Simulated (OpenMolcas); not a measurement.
# How methods differ on SiH4O (Si(OH)H3)

SiH4O has 6 atoms, charge 0, and is taken as a singlet. SMILES: `[H][Si]([H])([H])O`. Geometry: relaxed at GFN2-xTB.

Quantity: the vertical ionisation energy (to the doublet cation), in eV. The values are calculated.

```tsv
level	kind	program	value (eV)	less FCI/STO-3G
HF/STO-3G	Hartree–Fock	OpenMolcas	6.70	-0.18
SVWN5/STO-3G	LDA	OpenMolcas	7.60	+0.72
PBE/STO-3G	GGA	OpenMolcas	7.68	+0.80
r2SCAN/STO-3G	meta-GGA	OpenMolcas	7.83	+0.95
B3LYP/STO-3G	global hybrid	OpenMolcas	7.95	+1.07
PBE0/STO-3G	global hybrid	OpenMolcas	7.87	+0.99
FCI/STO-3G, open shells restricted	exact in the basis	OpenMolcas	6.88	0.00
```

FCI/STO-3G, open shells restricted is exact within its basis and frozen core, so for wave-function methods in that basis the difference is their error; functionals converge differently with the basis, so for them it is only a difference. The values span 6.70 to 7.95 eV. All rows use very small basis sets, so even the best lies far from the true value.
